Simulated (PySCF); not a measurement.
# AlHOH: structure of the doublet

Aim: relax AlHOH as a doublet from a bent start, check by its vibrations whether the end is a minimum, and collect its spectrum and constants.

The runs use PySCF 2.14.0; PBE0, basis Al def2-TZVP, H def2-TZVP, O def2-TZVP, no relativity, density fitting.

## Step 1: Starting geometry

4 atoms, charge 0, spin multiplicity 2.

Bond lengths: Al1–H2 1.580 Å, Al1–O3 1.890 Å, O3–H4 0.960 Å. Angles: H2–Al1–O3 110.0°, Al1–O3–H4 130.0°.

Coordinates in bohr (charge 0 multiplicity 2):
```
Al    0.0000    0.0000    0.0000
H     2.4459    0.0000    1.7127
O    -2.9257    0.0000    2.0487
H    -3.8809    1.3897    2.7174
```

## Step 2: First SCF at the start

One driver script runs all steps and calls PySCF; scf.py shows how it sets up the SCF of each step. The optimiser is the driver's own. After this first run the driver tries any further starts and a stability analysis.

Input file scf.py:

```python
from pyscf import gto, scf, dft
mol = gto.M(atom='''
Al     0.000000     0.000000     0.000000
H      1.294300     0.000000     0.906300
O     -1.548200     0.000000     1.084100
H     -2.053700     0.735400     1.438000''',
    basis={'Al': 'def2-TZVP', 'H': 'def2-TZVP', 'O': 'def2-TZVP'},
    charge=0, spin=1)
mf = dft.UKS(mol, xc='PBE0')
mf.grids.atom_grid = (50, 194)
aux = {'Al': 'def2-universal-JKFIT', 'H': 'def2-universal-JKFIT', 'O': 'def2-universal-JKFIT'}
mf = mf.density_fit(auxbasis=aux)
mf.conv_tol = 1e-08
mf.diis_space = 10
mf.max_cycle = 60
mf.init_guess = 'minao'
mf.verbose = 4
mf.kernel()
```

Run with:

```
OMP_NUM_THREADS=2 python axn.py task.json out
```

Standard output:

```text
init E= -318.529142593257
[... the frontier-level lines of each cycle are left out ...]
cycle= 1 E= -318.537762335778  delta_E= -0.00862  |g|= 0.595  |ddm|=  1.1
cycle= 2 E= -317.222009905037  delta_E= 1.32  |g|= 1.69  |ddm|= 1.28
cycle= 3 E= -318.674383628749  delta_E= -1.45  |g|= 0.0904  |ddm|=  1.1
cycle= 4 E= -318.680940878007  delta_E= -0.00656  |g|= 0.0279  |ddm|= 0.146
cycle= 5 E= -318.681392894466  delta_E= -0.000452  |g|= 0.00671  |ddm|= 0.0304
cycle= 6 E= -318.681430838781  delta_E= -3.79e-05  |g|= 0.00123  |ddm|= 0.00916
cycle= 7 E= -318.681434656802  delta_E= -3.82e-06  |g|= 0.000504  |ddm|= 0.00399
cycle= 8 E= -318.681435005896  delta_E= -3.49e-07  |g|= 0.00018  |ddm|= 0.00115
cycle= 9 E= -318.681435058114  delta_E= -5.22e-08  |g|= 5.36e-05  |ddm|= 0.000415
cycle= 10 E= -318.681435062864  delta_E= -4.75e-09  |g|= 1.84e-05  |ddm|= 0.000132
Extra cycle  E= -318.681435062991  delta_E= -1.28e-10  |g|= 2.46e-05  |ddm|= 3.35e-05
converged SCF energy = -318.681435062991  <S^2> = 0.75371023  2S+1 = 2.0037068
```

This step, with its further starts and checks, ran for 3 s (2 threads of Arm Neoverse V2, shared host).

No lower solution of this spin turned up in the test of internal stability.

## Step 3: Bent start, doublet: relaxation

The program finds C1 symmetry in the start. The walk stops when the largest gradient is under 0.0003 Eh/bohr and the energy has settled too.

scf.py: that of step 2 with these lines changed.

```diff
@@ -3,4 +3,4 @@
-Al     0.000000     0.000000     0.000000
-H      1.294300     0.000000     0.906300
-O     -1.548200     0.000000     1.084100
-H     -2.053700     0.735400     1.438000''',
+Al     0.567403    -0.016473    -0.437915
+H      1.861703    -0.016473     0.468385
+O     -0.980797    -0.016473     0.646185
+H     -1.486297     0.718927     1.000085''',
@@ -16 +15,0 @@
-mf.init_guess = 'minao'
```

Steps of the walk:

```csv
step,energy (Eh),change (kJ/mol),largest gradient (Eh/bohr)
0,-318.681435,0.00,0.05489
1,-318.693853,-32.60,0.02073
2,-318.694844,-35.21,0.01890
3,-318.695827,-37.79,0.01564
4,-318.696030,-38.32,0.00747
5,-318.696170,-38.69,0.00742
6,-318.696368,-39.21,0.00788
7,-318.696670,-40.00,0.00885
8,-318.697111,-41.16,0.01040
9,-318.697709,-42.73,0.01275
10,-318.698452,-44.68,0.01839
11,-318.699444,-47.28,0.01407
12,-318.700083,-48.96,0.00238
13,-318.700304,-49.54,0.00589
14,-318.700445,-49.91,0.00696
15,-318.700521,-50.11,0.00117
16,-318.700532,-50.14,0.00063
17,-318.700534,-50.14,0.00024
```

The walk took 21 s.

Geometry (Å) and forces (eV/Å) at some steps:

```
step 0
Al   0.567  -0.016  -0.438  -2.823   0.141   1.797
H    1.862  -0.016   0.468   0.401  -0.028   0.058
O   -0.981  -0.016   0.646   2.191  -0.047  -1.625
H   -1.486   0.719   1.000   0.231  -0.066  -0.230
step 1
Al   0.497   0.007  -0.372  -1.065   0.020   0.744
H    1.869  -0.027   0.454   0.160  -0.028  -0.021
O   -0.935  -0.020   0.632   0.722   0.309  -0.541
H   -1.469   0.709   0.963   0.183  -0.301  -0.182
step 9
Al   0.480   0.110  -0.304  -0.127   0.072   0.213
H    1.927  -0.127   0.378  -0.097  -0.078  -0.076
O   -0.839   0.046   0.783  -0.397   0.656   0.025
H   -1.606   0.641   0.819   0.621  -0.650  -0.163
step 17
Al   0.482   0.200  -0.258   0.006  -0.001   0.003
H    1.913  -0.232   0.325  -0.004   0.001  -0.001
O   -0.764   0.231   0.901   0.011  -0.001  -0.002
H   -1.669   0.471   0.708  -0.013   0.001   0.000
```

End point (Cs, 17 steps, 50.1 kJ/mol gained): Al–H 1.605 Å, Al–O 1.702 Å, O–H 0.956 Å; Al–O–H 124.0°, H–Al–O 114.2°.

## Step 4: Vibrations and properties at this point

On the finer grid the gradient is checked again; gradients at displacements of ±0.02 bohr then give force constants and infrared intensities.

scf.py: that of step 3 with these lines changed.

```diff
@@ -3,4 +3,4 @@
-Al     0.567403    -0.016473    -0.437915
-H      1.861703    -0.016473     0.468385
-O     -0.980797    -0.016473     0.646185
-H     -1.486297     0.718927     1.000085''',
+Al     0.459346    -0.008080    -0.446815
+H      1.890010    -0.440491     0.136486
+O     -0.786528     0.024837     0.711722
+H     -1.692368     0.262101     0.519510''',
@@ -10 +10 @@
-mf.grids.atom_grid = (50, 194)
+mf.grids.atom_grid = (75, 302)
@@ -13 +13 @@
-mf.conv_tol = 1e-08
+mf.conv_tol = 1e-10
```

The driver hands on the density of the step before, so the log starts near convergence.

SCF at the final geometry:

```text
init E= -318.700517587112
[... the frontier-level lines of each cycle are left out ...]
cycle= 1 E= -318.700517587112  delta_E= -7.96e-13  |g|= 2.3e-07  |ddm|= 4.84e-07
Extra cycle  E= -318.700517587111  delta_E= 1.71e-12  |g|= 3.79e-07  |ddm|= 3.23e-07
converged SCF energy = -318.700517587111  <S^2> = 0.75304199  2S+1 = 2.0030397
```

The whole step took 42 s.

Geometry: Cs; Al–H 1.604 Å, Al–O 1.702 Å, O–H 0.956 Å; Al–O–H 124.2°, H–Al–O 114.2°.

Modes, for the most abundant isotopes:

| symmetry | ω (cm⁻¹) | IR (km/mol) |
| --- | --- | --- |
| a'' | 417 | 51.7 |
| a' | 527 | 33.2 |
| a' | 652 | 263 |
| a' | 831 | 56.1 |
| a' | 1813 | 176 |
| a' | 3958 | 94.4 |

Every mode is real; the point is a minimum.

Properties at this point:

* Dipole moment: 1.55 D
* Highest occupied level: -5.63 eV
* Lowest empty level: -2.21 eV
* Rotational constants: 6.886, 0.5005, 0.4666 cm⁻¹
* Zero-point energy: 49.0 kJ/mol
* Principal polarisabilities: 35.7, 39.6, 43.4 bohr³
* Atomisation energy without zero-point energy: 1131 kJ/mol
* Principal traceless quadrupole moments about the centre of mass: -4.53, 2.00, 2.54 D Å
* Entropy at 298.15 K and 1 bar (electronic part: spin only): 252.5 J/(mol K)
* Heat capacity Cp at 298.15 K: 50.7 J/(mol K)
* Enthalpy at 298.15 K above 0 K: 11.76 kJ/mol
* Rotational symmetry number: 1
* Spin squared ⟨S²⟩: 0.753

Charges (e) and bond orders:

```tsv
atom	Mulliken	Löwdin	polar tensor	spin (Mulliken)	Mayer order to Al1
Al1	0.30	0.09	0.69	0.80	–
H2	-0.08	-0.11	-0.24	0.17	0.92
O3	-0.53	-0.15	-0.74	0.04	1.19
H4	0.32	0.17	0.29	0.00	0.03
```

Mulliken populations on Al1: s 5.29, p 7.12, d 0.25, f 0.04.

## Step 5: Outcome

```
                                          quantity                                                                  value
                                           minimum                                                            doublet, Cs
                                          geometry  Al–H 1.604 Å, Al–O 1.702 Å, O–H 0.956 Å; Al–O–H 124.2°, H–Al–O 114.2°
                                wavenumbers (cm⁻¹)          417 (a''), 527 (a'), 652 (a'), 831 (a'), 1813 (a'), 3958 (a')
                                     dipole moment                                                                 1.55 D
highest occupied, lowest empty level (either spin)                                                        -5.63, -2.21 eV
                        polar-tensor charge of Al1                                                                +0.69 e
                                 zero-point energy                                                            49.0 kJ/mol
                               entropy at 298.15 K                                                        252.5 J/(mol K)
         atomisation energy (no zero-point energy)                                                            1131 kJ/mol
                                              ⟨S²⟩                                                                  0.753
```

What this shows: The bent start (C1) ends in a minimum of Cs symmetry. The strongest infrared band lies at 652 cm⁻¹ (a'). Most of the spin sits on Al1 (Mulliken spin 0.80, against 1 for the whole molecule). Only this shape and spin were tried, so other structures or states may lie lower.

The search up to here took 65 s.
